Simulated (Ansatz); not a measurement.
# Band gap of some III–V compounds

Method: revPBE (plane waves, PAW; Ansatz, a first-principles code). References are measured gaps from which a computed or estimated zero-point shift was taken out, by their sources or here, so that they lie as a rule above the printed measurements.

Values in eV.

| solid | reference | revPBE | error (eV) |
|---|---|---|---|
| wurtzite GaN | 3.68 | 1.63 | -2.05 |
| zinc-blende AlP | 2.54 | 1.72 | -0.82 |
| zinc-blende GaN (metastable phase) | 3.48 | 1.46 | -2.02 |
| zinc-blende InP | 1.47 | 0.43 | -1.04 |
| wurtzite AlN | 6.51 | 3.94 | -2.57 |
| zinc-blende GaP | 2.43 | 1.52 | -0.91 |
| zinc-blende BP | 2.2¶ (2.20–2.50) | 1.28 | -0.92 |

Over these 7 solids the mean error is -1.48 eV, the mean absolute error 1.48 eV (median 1.04 eV), and the worst case wurtzite AlN at -2.57 eV; the value is below the reference in 7 of 7 cases.

¶ marks references of a special kind: zinc-blende BP, 2.2 eV (measured, zero-point renormalisation of 0.106 eV removed from the gap extrapolated to 0 K (as printed); the shift is computed, second of two values printed, our sources range from 2.20 to 2.50; as tabulated in X. Ren, F. Merz, H. Jiang et al., All-electron periodic G0W0 implementation …).

Brackets give the range of the sources taken for a reference, where it is wide; it can hold other temperatures.

Differences are worked out from the printed values.

Density-functional gaps are differences of (generalised) Kohn–Sham levels of a static lattice; semilocal ones lie below quasiparticle gaps as a rule. Measured gaps hold zero-point and thermal shifts unless a correction is named.

Levels without +SOC have no spin–orbit coupling; where heavier elements are present it shifts gaps, mostly down, and can invert bands. Each level is taken at its own relaxed cell. Ansatz's density-functional and Hartree–Fock values are scalar-relativistic unless marked +SOC, with PAW data made under PBE.

Not in this set, of the III–V compounds with a reference value in our tables and a result at some level: 5 for spin–orbit coupling left out; 2 for a reference of another kind, counted apart; 1 for sources at odds. These can be a level's best or worst cases. At least 3 more with a reference value are held back for tests. Solids without a released value at any level aren't counted. Without +SOC, gaps count where the solid holds none of Ge, As, Se, Br, Sn, Sb, Te, I or the elements past barium, or holds Ge, As, Se or Br with a gap over 4 eV. Layered and molecular crystals are counted apart.

References as tabulated in, or derived from, Chen et al. (2018), doi:10.1103/physrevmaterials.2.073803; Vurgaftman et al. (2001), doi:10.1063/1.1368156; Feneberg et al. (2010), doi:10.1103/physrevb.82.075208; X. Ren, F. Merz, H. Jiang et al., All-electron periodic G0W0 implementation ….
